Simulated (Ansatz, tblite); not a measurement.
# (CuH)2 ring (Cu2H2): rung by rung

One table from this session's results is given with a row withheld; the runs are named, their logs left out.

Program: Ansatz 0.2.0, Gaussian basis. Level of theory: as each input shows. These are calculated values, not measurements.

The runs, in order: GFN1-xTB, GFN2-xTB, PBE-D4/def2-TZVP, r2SCAN-D4/def2-TZVP, HSE06-D4/def2-TZVP, r2SCANh-D4/def2-TZVP, HF/def2-TZVP, ωB97M-V/def2-TZVP, BLYP-D4/def2-TZVP, PBE-QIDH/def2-TZVP, LDA/def2-TZVP, PBE-D4/def2-SVP, PBE0-D4/def2-SVP, HF/6-31G, B3LYP-D4/6-31G, PBE0-D4/def2-TZVPD, PBE-D4/def2-TZVPD, r2SCAN-D4/def2-TZVPD, CCSD(T)/def2-TZVPP, MP2/def2-TZVP, RPA/def2-TZVP, CCSD(T)/def2-TZVPD.

### The relaxed structure

The geometry is that of the singlet, from an earlier relaxation (r2SCAN-D4/def2-TZVP).

4 atoms, charge 0, spin multiplicity 1.

Bond lengths: Cu1–H2 1.747 Å, Cu1–Cu3 2.150 Å, Cu1–H4 1.750 Å, H2–Cu3 1.751 Å, Cu3–H4 1.747 Å. Angles: H2–Cu1–Cu3 52.1°, H2–Cu1–H4 104.1°, Cu3–Cu1–H4 52.0°, Cu1–H2–Cu3 75.9°, Cu1–Cu3–H2 52.0°, Cu1–Cu3–H4 52.1°, H2–Cu3–H4 104.1°, Cu1–H4–Cu3 75.9°.

Coordinates:

```
atom    x (Å)    y (Å)    z (Å)
 Cu1  -0.7774  -0.0561   0.7402
  H2   0.4849   1.1434   0.6001
 Cu3   0.7774   0.0561  -0.7403
  H4  -0.4850  -1.1434  -0.6000
```

No spin-orbit coupling is included.

PBE0-D4/def2-TZVP was run before; its log isn't repeated, and its numbers join the tables.

The first run:

Tight binding, by tblite at 300 K electronic temperature and without a spin-polarisation term:

```python
tblite.interface.Calculator('GFN1-xTB', numbers, positions, charge=0, uhf=0).singlepoint()
```

Tight binding, by tblite at 300 K electronic temperature and without a spin-polarisation term:

```python
tblite.interface.Calculator('GFN2-xTB', numbers, positions, charge=0, uhf=0).singlepoint()
```

start.molden holds the orbitals of an earlier run on this state, given as this run's starting guess.

The input, in.yaml:

```yaml
crystal:
  periodic: [false, false, false]
  atoms:
    - {symbol: Cu, position_ang: [-0.777352, -0.056091, 0.740171]}
    - {symbol: H, position_ang: [0.484937, 1.143417, 0.600083]}
    - {symbol: Cu, position_ang: [0.777422, 0.056090, -0.740281]}
    - {symbol: H, position_ang: [-0.485007, -1.143416, -0.599972]}
basis:
  gaussian: {orbitals: def2-TZVP, initial_orbitals: start.molden}
hamiltonian: {xc: pbe, dispersion: d4}
scf: {omitted_lower_state_checks: [starts]}
output: {orbitals: {seedname: orbitals}}
```

Command:

```bash
> ansatz run in.yaml --threads 4 --pin off --events-out ev --progress --plain --max-ram 3916MiB
```

Among the steps run: PBE-D4/def2-TZVP; r2SCAN-D4/def2-TZVP; HSE06-D4/def2-TZVP; r2SCANh-D4/def2-TZVP; HF/def2-TZVP; ωB97M-V/def2-TZVP; BLYP-D4/def2-TZVP; PBE-QIDH/def2-TZVP; LDA/def2-TZVP; PBE-D4/def2-SVP; PBE0-D4/def2-SVP; HF/6-31G; B3LYP-D4/6-31G; PBE0-D4/def2-TZVPD; PBE-D4/def2-TZVPD; r2SCAN-D4/def2-TZVPD; CCSD(T)/def2-TZVPP; MP2/def2-TZVP; RPA/def2-TZVP; CCSD(T)/def2-TZVPD.

One of the session's tables, all rows but one given; the rest of the session is left out.

| level | HOMO (eV) | LUMO (eV) | gap (eV) |
| --- | --- | --- | --- |
| HF/6-31G | -7.74 | 0.78 | 8.51 |
| HF/def2-TZVP | -8.20 | 0.73 | 8.93 |
| LDA/def2-TZVP | -4.54 | -3.55 | 0.99 |
| PBE-D4/def2-SVP | -3.47 | -2.78 | 0.68 |
| PBE-D4/def2-TZVP | -4.33 | -3.28 | 1.04 |
| PBE-D4/def2-TZVPD | -4.44 | -3.35 | 1.09 |
| BLYP-D4/def2-TZVP | ? | ? | ? |
| r2SCAN-D4/def2-TZVP | -4.40 | -2.93 | 1.48 |
| r2SCAN-D4/def2-TZVPD | -4.50 | -2.98 | 1.52 |
| r2SCANh-D4/def2-TZVP | -4.88 | -2.53 | 2.34 |
| B3LYP-D4/6-31G | -4.61 | -2.52 | 2.09 |
| PBE0-D4/def2-SVP | -4.81 | -1.78 | 3.02 |
| PBE0-D4/def2-TZVP | -5.48 | -2.19 | 3.29 |
| PBE0-D4/def2-TZVPD | -5.57 | -2.25 | 3.32 |
| HSE06-D4/def2-TZVP | -5.08 | -2.55 | 2.52 |
| ωB97M-V/def2-TZVP | -7.73 | -0.58 | 7.15 |

**Question.** Estimate the row for BLYP-D4/def2-TZVP.

**Answer.** HOMO (eV): -4.27; LUMO (eV): -3.33; gap (eV): 0.94. In the column «HOMO (eV)» it lies between PBE-D4/def2-TZVP (-4.33) and PBE-D4/def2-SVP (-3.47).
